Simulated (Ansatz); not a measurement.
Consider the protonation: `CN(C)C` + H⁺ → `C[NH+](C)C`.

Program: Ansatz. Geometries: PBE0-D4/def2-TZVP. ΔE: electronic, gas phase. CCSD(T)/CBS is the MP2 limit (def2-TZVPP, def2-QZVPP) plus CCSD(T) − MP2 in def2-TZVPP, frozen cores. This one scheme is used for every species, atoms too. DFT in def2-TZVPP. B3LYP here is the variant with VWN-RPA as its local correlation; programs differ in this.

```
             level  ΔE (kcal/mol)
         revPBE-D4         -233.4
           PBE0-D4         -234.6
          B3LYP-D4         -234.1
               PBE         -232.5
            r2SCAN         -234.9
             B3LYP         -234.7
         CAM-B3LYP         -233.7
CCSD(T)/def2-TZVPP         -237.0
```

Problem. What does CCSD(T)/CBS give? (Best estimate.)

Solution. The calculation gave: -235.6 kcal/mol. The listed levels differ from it by 2.2, 1.0, 1.5, 3.1, 0.7, 0.9, 1.9, -1.4 kcal/mol.

Problem. What do rigid-rotor, harmonic-oscillator terms from PBE0-D4/def2-TZVP frequencies (298.15 K, 1 bar) make of the CCSD(T)/CBS value? (Best estimate.)

Solution. Ansatz gave: ΔZPE = +10.0 kcal/mol, ΔH = -227.0 kcal/mol, ΔS = -105 J/(mol·K), ΔG = -219.5 kcal/mol.

Largest T1 diagnostic among the species: 0.009.

Leaving LDA and LC-ωPBE aside and taking each functional with its dispersion term where it has one, the values, not all of them listed here, spread over 4.4 kcal/mol, from BHLYP-D4 to PBE-D4. LDA lies +6.8 kcal/mol from PBE without D4. At CCSD(T), def2-SVP lies −4.2 kcal/mol from the extrapolated value and def2-TZVPP −1.4 kcal/mol.
